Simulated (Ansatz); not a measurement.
Cartesian coordinates (Å):
```xyz
9

C      1.1380     0.2595     0.0642
O      0.0093     0.3224    -0.7684
C     -1.1369    -0.2179    -0.1635
H      1.9920     0.7029    -0.4846
H      1.4041    -0.7917     0.3417
H      0.9963     0.8297     1.0170
H     -1.4176     0.3231     0.7754
H     -1.0098    -1.2983     0.1000
H     -1.9755    -0.1297    -0.8818
```
Charge +1, spin multiplicity 2.

Method: frozen-core CCSD(T)/cc-pVTZ // PBE-D3(BJ)/def2-SVP in Ansatz (a program for electronic structure). The geometry is that of the parent before the electron was removed.

```json
{
 "HF energy": "-153.79668 Ha",
 "MP2 correlation energy": "-0.54127 Ha"
}
```

Estimate the CCSD correlation energy, the (T) correction, the total energy and the T1 diagnostic.


The CCSD correlation energy comes out as -0.58648 Ha, the (T) correction is -0.02103 Ha and the CCSD(T) total energy is -154.40419 Ha. The T1 diagnostic is 0.027.
